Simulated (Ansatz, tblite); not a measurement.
**The cluster Cd2F2+: a ladder of methods and basis sets**

Aim: run the doublet of the cluster Cd2F2+ at one geometry on many levels, and compare frontier levels, spin and run time.

The runs use Ansatz 0.2.0, Gaussian basis; as each input shows.

The runs, in order: GFN1-xTB, GFN2-xTB, PBE-D4/def2-TZVP, r2SCAN-D4/def2-TZVP, BHLYP-D4/def2-TZVP, B97M-V/def2-TZVP, LC-ωPBE/def2-TZVP, B3LYP-D4/def2-TZVP, ωB97M-V/def2-TZVP, PBE-D4/def2-SVP, PBE0-D4/def2-SVP, CCSD(T)/def2-SVP, MP2/def2-TZVP, RPA/def2-TZVP.

6 further runs of the same task are left out: 6 set aside as unsound or not needed. Runs told in other sessions of the task aren't counted.

### 1 The geometry

The doublet was relaxed beforehand with r2SCAN-D4/def2-TZVP. At that level it is the lowest of the isomers that a small search found.

4 atoms, charge 1, spin multiplicity 2.

Bond lengths: Cd1–F3 2.008 Å, Cd1–F4 1.902 Å, Cd2–F3 2.191 Å. Angles: F3–Cd1–F4 179.8°, Cd1–F3–Cd2 179.0°.

As a file:

```xyz
4

Cd    0.7815   -0.7398   -0.0196
Cd   -2.2642    2.1492    0.0620
F    -0.6665    0.6502    0.0336
F     2.1492   -2.0597   -0.0761
```

Cd takes a core potential in the def2 sets. No spin-orbit coupling is included. The ion is computed in the gas phase, without counter-ions or solvent.

PBE0-D4/def2-TZVP was run before; its log isn't repeated, and its numbers join the tables.

### 2 GFN1-xTB

Tight binding, by tblite at 300 K electronic temperature and without a spin-polarisation term:

```python
tblite.interface.Calculator('GFN1-xTB', numbers, positions, charge=1, uhf=1).singlepoint()
```

Energy -312.8124 eV; 0.002 s.

### 3 GFN2-xTB

Tight binding, by tblite at 300 K electronic temperature and without a spin-polarisation term:

```python
tblite.interface.Calculator('GFN2-xTB', numbers, positions, charge=1, uhf=1).singlepoint()
```

Energy -276.8002 eV; 0.002 s.

### 4 PBE-D4/def2-TZVP

start.molden holds the orbitals of an earlier run on this state, given as this run's starting guess.

Input file in.yaml:

```yaml
crystal:
  periodic: [false, false, false]
  atoms:
    - {symbol: Cd, position_ang: [0.781482, -0.739794, -0.019559]}
    - {symbol: Cd, position_ang: [-2.264184, 2.149232, 0.061995]}
    - {symbol: F, position_ang: [-0.666469, 0.650224, 0.033612]}
    - {symbol: F, position_ang: [2.149181, -2.059662, -0.076058]}
basis:
  gaussian: {orbitals: def2-TZVP, initial_orbitals: start.molden}
total_charge: 1
magnetization: {spin_polarized: true, initial_magnetization: 1}
hamiltonian: {xc: pbe, dispersion: d4}
scf: {omitted_lower_state_checks: [starts]}
output: {forces: true, orbitals: {seedname: orbitals}}
```

Command:

```console
$ ansatz run in.yaml --threads 4 --pin off --events-out ev --progress --plain --max-ram 3916MiB
```

After this run come: r2SCAN-D4/def2-TZVP; BHLYP-D4/def2-TZVP; B97M-V/def2-TZVP; LC-ωPBE/def2-TZVP; B3LYP-D4/def2-TZVP; ωB97M-V/def2-TZVP; PBE-D4/def2-SVP; PBE0-D4/def2-SVP; CCSD(T)/def2-SVP; MP2/def2-TZVP; RPA/def2-TZVP.

**Question.** What will the summary of the whole plan be? Wanted: gap in def2-TZVP, named functionals, smallest and largest; correlation energy, CCSD(T)/def2-SVP; correlation energy, MP2/def2-TZVP; ⟨S²⟩ in def2-TZVP, named functionals, smallest and largest; PBE0 total energy, smallest basis above largest.

**Answer**, as computed:

| quantity | value |
| --- | --- |
| gap in def2-TZVP, named functionals, smallest and largest | 0.83 eV (B97M-V), 7.69 eV (LC-ωPBE) |
| correlation energy, CCSD(T)/def2-SVP | -28.84 eV |
| correlation energy, MP2/def2-TZVP | -39.84 eV |
| ⟨S²⟩ in def2-TZVP, named functionals, smallest and largest | 0.751, 0.752 |
| PBE0 total energy, smallest basis above largest | 8.88 eV (def2-SVP, def2-TZVP) |

In words: Over the named functionals in def2-TZVP the gap runs from 0.83 eV (B97M-V) to 7.69 eV (LC-ωPBE); exact exchange widens it.
